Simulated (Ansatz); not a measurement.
Z-matrix (Å, degrees):
```
C
N 1 1.263
H 1 1.089 2 122.7
H 1 1.083 2 116.5 3 -180.0
O 2 1.378 1 112.0 3 0.0
H 5 0.961 2 103.2 1 180.0
```

The species carries charge 0 and has multiplicity 1.

(1) List the B3LYP/def2-TZVPP orbital energies in eV (Ansatz). (Estimate.)

Results:

(1) The calculation gave: Occupied: -521.81, -391.27, -277.75, -30.02, -23.71, -16.85, -14.74, -13.03, -11.64, -11.62, -7.93, -7.58. Lowest empty: -0.54, 0.86, 2.04, 2.69, 3.43, 4.89, 5.60, 6.19.

B3LYP here is the variant with VWN-RPA as its local correlation; programs differ in this.
